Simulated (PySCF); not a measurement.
Some computed properties have been withheld. Give your best values.

Tetrafluoroethylene, C₂F₄.
SMILES: `C(=C(F)F)(F)F`

```csv
property,level,value
point group,PBE0-D3(BJ)/def2-TZVP,D2h
"rotational constants A, B, C",PBE0-D3(BJ)/def2-TZVP,?
dipole moment,CAM-B3LYP/aug-cc-pVTZ,0.00 D
HOMO energy,CAM-B3LYP/aug-cc-pVTZ,?
LUMO energy,CAM-B3LYP/aug-cc-pVTZ,0.53 eV
lowest singlet excitation,TDDFT CAM-B3LYP/aug-cc-pVTZ,?
strongest line among the 10 lowest singlet transitions,TDDFT CAM-B3LYP/aug-cc-pVTZ,"S5 at 8.34 eV (149 nm, f = 0.383)"
lowest triplet excitation (Tamm–Dancoff),TDA CAM-B3LYP/aug-cc-pVTZ,4.74 eV
static isotropic polarisability,CAM-B3LYP/aug-cc-pVTZ,29.3 au
electronic spatial extent ⟨r²⟩ about the centre of nuclear charge,CAM-B3LYP/aug-cc-pVTZ,488 bohr²
13C chemical shifts (computed TMS as zero) by class,GIAO B97-2/pcSseg-2,?
"isotropic shieldings of nuclei other than C and H, by class",GIAO B97-2/pcSseg-2,313 (4 F) ppm
largest of the computed one-bond spin–spin couplings (means over like bonds),B3LYP/pcJ-2,"19F–13C -350.6 (×4), 13C–13C +209.6 Hz"
```

Electronic properties: PySCF, gas phase, density fitting. Isolated species at its PBE0-D3(BJ)/def2-TZVP geometry, gas phase.

(1) The 13C chemical shifts (computed TMS as zero) by class?

(2) Give the HOMO energy.

(3) Give the lowest singlet excitation.

(4) Give the rotational constants A, B, C.

Answers

(1) 153.9 (2 C) ppm.

(2) -9.10 eV.

(3) 6.42 eV (193 nm, f = 0.017).

(4) 5.550, 3.254, 2.051 GHz.

No computed singlet falls in the visible range (750 to 380 nm, 1.65 to 3.26 eV); S1 lies 3.16 eV above its blue end. The vertical singlet–triplet gap S1 − T1 is 1.68 eV (TDDFT singlet less Tamm–Dancoff triplet). With B = h/(8π²I), that is 505.379 GHz u Å² over I, the principal moments of inertia are 91.1, 155.3 and 246.4 u Å² (most abundant isotopes). The rotational constants make it an asymmetric top with κ = (2B − A − C)/(A − C) = -0.31, nearer the prolate limit (−1). The principal polarisabilities are 21.1, 28.9 and 38.0 au; their mean is the isotropic value. The polarisability is 4.34 Å³ as a volume (1 au = 0.148185 Å³), or 0.61 au for each of the 48 electrons.

For the TDDFT job (CAM-B3LYP/aug-cc-pVTZ), time: 31 s of wall time; peak memory 1.0 GiB. Hardware: one thread of an Arm Neoverse V1, no GPU, shared host.
